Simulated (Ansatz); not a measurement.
**C₂H₂OS (SMILES OC=C=S): functionals against CCSD(T) at one geometry**

An exercise on one series of results from a longer session: the logs are not shown, and one member is left open.

Program: Ansatz 0.2.0, Gaussian basis. Level of theory: single points in def2-TZVPP. These are calculated values, not measurements.

Correlated methods freeze the cores.

### Where the work starts

6 atoms, charge 0, spin multiplicity 1.

Atoms are counted from 1 here; the program's logs count them from 0.

Bond lengths: O1–C2 1.460 Å, O1–H5 0.856 Å, C2–C3 1.276 Å, C2–H6 1.151 Å, C3–S4 1.528 Å. Angles: C2–O1–H5 112.7°, O1–C2–C3 129.8°, O1–C2–H6 112.7°, C3–C2–H6 117.1°, C2–C3–S4 169.2°.

As a file:

```mol
C2H2OS
  3D, bonds by distance, orders not assigned

  6  5  0  0  0  0  0  0  0  0999 V2000
    0.2756    1.1326   -0.8017 O   0  0
   -0.0340    0.1164    0.1998 C   0  0
   -0.0584   -1.1545    0.0941 C   0  0
   -0.3611   -2.6375   -0.1130 S   0  0
    0.3863    1.9093   -0.4604 H   0  0
   -0.1606    0.5564    1.2554 H   0  0
  1  2  8  0
  1  5  8  0
  2  3  8  0
  2  6  8  0
  3  4  8  0
M  END
```

The first run:

run/in.yaml

```yaml
crystal:
  periodic: [false, false, false]
  atoms:
    - {symbol: O, position_ang: [0.275600, 1.132600, -0.801700]}
    - {symbol: C, position_ang: [-0.034000, 0.116400, 0.199800]}
    - {symbol: C, position_ang: [-0.058400, -1.154500, 0.094100]}
    - {symbol: S, position_ang: [-0.361100, -2.637500, -0.113000]}
    - {symbol: H, position_ang: [0.386300, 1.909300, -0.460400]}
    - {symbol: H, position_ang: [-0.160600, 0.556400, 1.255400]}
basis:
  gaussian: {orbitals: def2-TZVPP}
correlation: {method: ccsd_t}
output: {forces: true}
```

No record of the launch command was kept for these runs.

Among the steps run: CCSD(T)/def2-TZVPP; PBE0-D4/def2-TZVPP; wB97M-V/def2-TZVPP; r2SCAN-D4/def2-TZVPP; PBE-D4/def2-TZVPP; wB97X-V/def2-TZVPP; SPW92/def2-TZVPP.

One of the session's tables, all rows but one given; the rest of the session is left out.

```
   method  RMS force component (eV/Å)  angle to CCSD(T) forces (°)  dipole (D)
  CCSD(T)                       3.455                    reference        2.06
  PBE0-D4                       3.375                          4.5        2.22
  wB97M-V                           ?                            ?           ?
r2SCAN-D4                       3.354                          3.4        2.24
   PBE-D4                       3.471                          3.7        2.15
  wB97X-V                       3.409                          3.8        2.26
    SPW92                       3.542                          7.2        2.17
```

Q: Estimate the row for wB97M-V from the others.

**Answer.** RMS force component (eV/Å): 3.358; angle to CCSD(T) forces (°): 4.1; dipole (D): 2.16. In the column «RMS force component (eV/Å)» it lies between r2SCAN-D4 (3.354) and PBE0-D4 (3.375).
